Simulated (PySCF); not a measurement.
**4-hydroxybutanal (SMILES O=CCCCO)**

Geometry:
| atom | x (Å) | y (Å) | z (Å) |
| --- | --- | --- | --- |
| O1 | -1.770 | 0.903 | -1.080 |
| C2 | -1.838 | -0.070 | -0.385 |
| C3 | -0.929 | -0.401 | 0.762 |
| C4 | 0.229 | 0.583 | 0.907 |
| C5 | 1.328 | 0.278 | -0.115 |
| O6 | 1.869 | -1.014 | 0.043 |
| H7 | -2.631 | -0.830 | -0.542 |
| H8 | -0.542 | -1.412 | 0.606 |
| H9 | -1.545 | -0.425 | 1.665 |
| H10 | 0.645 | 0.522 | 1.916 |
| H11 | -0.132 | 1.599 | 0.740 |
| H12 | 0.913 | 0.301 | -1.124 |
| H13 | 2.119 | 1.037 | -0.046 |
| H14 | 2.282 | -1.072 | 0.912 |

Computed with GIAO B97-2/pcSseg-1 magnetisability, rotational g tensor and spin-rotation constants, non-relativistic, gas phase in PySCF. Geometry: GFN2-xTB.

**Question.** Give the nuclear spin-rotation constants along the inertial axes (H = +C I·J) beside the isotropic shieldings.

**Answer.** Rotational constants 6.7863, 2.0527, 1.9555 GHz. A star marks the isotopologue with that one atom substituted, in its own axes.
```
atom  isotope  Caa (kHz)  Cbb (kHz)  Ccc (kHz)  mean (kHz)  σ (ppm)
  H7       1H     -0.184     -0.070      0.037      -0.072     21.7
  H8       1H     -0.404     -0.198     -0.024      -0.209     28.5
  H9       1H     -0.645      0.017     -0.199      -0.276     29.6
 H10       1H     -0.437     -0.110     -0.168      -0.238     30.8
 H11       1H     -0.429     -0.163     -0.070      -0.221     29.5
 H12       1H     -0.377     -0.075     -0.121      -0.191     28.3
 H13       1H     -0.366     -0.118     -0.064      -0.183     27.8
 H14       1H     -0.511     -0.158     -0.227      -0.298     32.3
  O1     17O*     -3.336     -1.788     -0.787      -1.970   -326.6
  C2     13C*      2.972      0.876      0.770       1.539    -16.0
  C3     13C*      1.018      0.435      0.342       0.599    144.1
  C4     13C*      1.057      0.311      0.334       0.568    157.1
  C5     13C*      1.448      0.436      0.418       0.767    120.9
  O6     17O*     -0.527     -0.129     -0.195      -0.284    298.4
```
For the geometry as given, no vibrational averaging.

**Question.** How do the rotational constants and the g tensor change when H7, H8, H9, H10, H11, H12, H13, H14 are replaced by deuterium?

**Answer.** Constants 5.3597, 1.8459, 1.7525 GHz; g -0.0296, -0.0200, -0.0101, against -0.0358, -0.0215, -0.0120 before.
